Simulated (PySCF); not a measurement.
B: ionisation energy

B [He] 2s2 2p1 (2P) → B+ [He] 2s2 (1S), as a difference of total energies. Computed with PySCF 2.14 in cc-pVDZ, with no relativity, point nucleus. Correlated levels: valence: 1s2 frozen. The calculations carry no spin-orbit coupling.

Question: Order these methods by the ionisation energy they give, lowest first.
A. UHF
B. SCS-MP2 (valence)
C. MP2 (valence)
D. MN15

Answer: A (8.038 eV), B (8.112 eV), C (8.148 eV), D (8.199 eV).

Errors of the correlated levels include the incompleteness of this basis and the frozen core.

The coupled-cluster amplitudes are large for B+ (T1 above 0.03 or a double amplitude above 0.15), so a single reference is strained.

For comparison: 8.297 eV (measured; NIST levels, between the centres of gravity of the two terms).
